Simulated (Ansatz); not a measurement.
# C5H10S: up Jacob's ladder to CCSD(T)

One table from this session's results is given with a row withheld; the runs are named, their logs left out.

The runs use Ansatz 0.2.0, Gaussian basis; functionals in def2-TZVPP, the program's frozen cores in correlated methods.

The runs, in order: LDA (SPW92), PBE-D4, revPBE-D4, BLYP-D4, r2SCAN-D4, B97M-V, PBE0-D4, B3LYP-D4, r2SCANh-D4, r2SCAN0-D4, HSE06-D4, BHLYP-D4, CAM-B3LYP-D4, LC-ωPBE, ωB97X-V, ωB97M-V, B2PLYP, PBE-QIDH; CCSD(T)/def2-SVP; CCSD(T)/def2-TZVPP; MP2/def2-QZVPP; extrapolation to the limit; RPA on PBE.

### The geometry

An earlier PBE0-D4 in a triple-zeta def2 set relaxation fixed the geometry.

SMILES `C1CCSCC1`, 16 atoms, charge 0, spin multiplicity 1.

Atoms are counted from 1 here; the program's logs count them from 0.

Bond lengths: C1–C2 1.523 Å, C1–C6 1.523 Å, C1–H7 1.094 Å, C1–H8 1.098 Å, C2–C3 1.518 Å, C2–H9 1.095 Å, C2–H10 1.096 Å, C3–S4 1.805 Å, C3–H11 1.092 Å, C3–H12 1.096 Å, S4–C5 1.805 Å, C5–C6 1.518 Å, C5–H13 1.096 Å, C5–H14 1.092 Å, C6–H15 1.096 Å, C6–H16 1.095 Å. Angles: C2–C1–C6 113.2°, C2–C1–H7 109.5°, C2–C1–H8 109.0°, C6–C1–H7 109.5°, C6–C1–H8 109.0°, H7–C1–H8 106.3°, C1–C2–C3 112.6°, C1–C2–H9 109.7°, C1–C2–H10 109.5°, C3–C2–H9 109.0°, C3–C2–H10 108.9°, H9–C2–H10 107.1°, C2–C3–S4 112.7°, C2–C3–H11 111.2°, C2–C3–H12 110.6°, S4–C3–H11 105.6°, S4–C3–H12 109.0°, H11–C3–H12 107.4° and more.

Set-up of the first run:

File in.yaml:

```yaml
crystal:
  periodic: [false, false, false]
  atoms:
    - {symbol: C, position_ang: [-0.398712, -0.017851, 1.126236]}
    - {symbol: C, position_ang: [1.071851, -0.296195, 0.844991]}
    - {symbol: C, position_ang: [1.296803, -0.907941, -0.526362]}
    - {symbol: S, position_ang: [0.739511, 0.163564, -1.867543]}
    - {symbol: C, position_ang: [-0.957029, 0.410402, -1.303372]}
    - {symbol: C, position_ang: [-1.031387, 0.934060, 0.119898]}
    - {symbol: H, position_ang: [-0.506849, 0.391630, 2.134665]}
    - {symbol: H, position_ang: [-0.950764, -0.966631, 1.117763]}
    - {symbol: H, position_ang: [1.644075, 0.634639, 0.917475]}
    - {symbol: H, position_ang: [1.467432, -0.976884, 1.607180]}
    - {symbol: H, position_ang: [2.358560, -1.083457, -0.711807]}
    - {symbol: H, position_ang: [0.786396, -1.874001, -0.606035]}
    - {symbol: H, position_ang: [-1.504680, -0.533873, -1.395886]}
    - {symbol: H, position_ang: [-1.401759, 1.116082, -2.008179]}
    - {symbol: H, position_ang: [-2.082082, 1.099345, 0.383484]}
    - {symbol: H, position_ang: [-0.531357, 1.907122, 0.167495]}
basis:
  gaussian: {orbitals: def2-TZVPP}
hamiltonian: {xc: lda}
output: {orbitals: {seedname: orbitals}}
```

Started as:

```
> ansatz run in.yaml --threads 2 --pin off --events-out ev --progress --plain --max-ram 32768MiB --backend cuda --devices 0, --max-vram 18GiB
```

Steps of the session up to this table: LDA; PBE-D4 (GGA); revPBE-D4 (GGA); BLYP-D4 (GGA); r2SCAN-D4 (meta-GGA); B97M-V (meta-GGA); PBE0-D4 (hybrid); B3LYP-D4 (hybrid); r2SCANh-D4 (hybrid); r2SCAN0-D4 (hybrid); HSE06-D4 (hybrid); BHLYP-D4 (hybrid); CAM-B3LYP-D4 (range-separated); LC-ωPBE (range-separated); ωB97X-V (range-separated); ωB97M-V (range-separated); B2PLYP (double hybrid); PBE-QIDH (double hybrid).

One of the session's tables, all rows but one given; the rest of the session is left out.

It belongs to the step «Frontier levels by functional». 

| functional | HOMO (eV) | LUMO (eV) | gap (eV) |
| --- | --- | --- | --- |
| LDA (SPW92) | -5.07 | -0.03 | 5.04 |
| PBE-D4 | -4.95 | 0.16 | 5.12 |
| revPBE-D4 | -4.90 | 0.25 | 5.15 |
| BLYP-D4 | -4.82 | 0.25 | 5.07 |
| r2SCAN-D4 | -5.18 | 0.51 | 5.68 |
| B97M-V | -5.31 | 0.41 | 5.72 |
| PBE0-D4 | -6.16 | 1.15 | 7.30 |
| B3LYP-D4 | -5.94 | 0.85 | 6.79 |
| r2SCANh-D4 | -5.62 | 0.86 | 6.49 |
| r2SCAN0-D4 | -6.30 | 1.38 | 7.68 |
| HSE06-D4 | -5.76 | 0.77 | 6.52 |
| BHLYP-D4 | -7.26 | 1.78 | 9.03 |
| CAM-B3LYP-D4 | -7.50 | 1.94 | 9.45 |
| LC-ωPBE | -8.88 | 3.22 | 12.10 |
| ωB97X-V | -8.54 | 3.01 | 11.55 |
| ωB97M-V | ? | ? | ? |

**Question.** Estimate the row for ωB97M-V.

The run gave: HOMO (eV): -8.39; LUMO (eV): 2.60; gap (eV): 10.99. In the column «HOMO (eV)» it lies between ωB97X-V (-8.54) and CAM-B3LYP-D4 (-7.50).
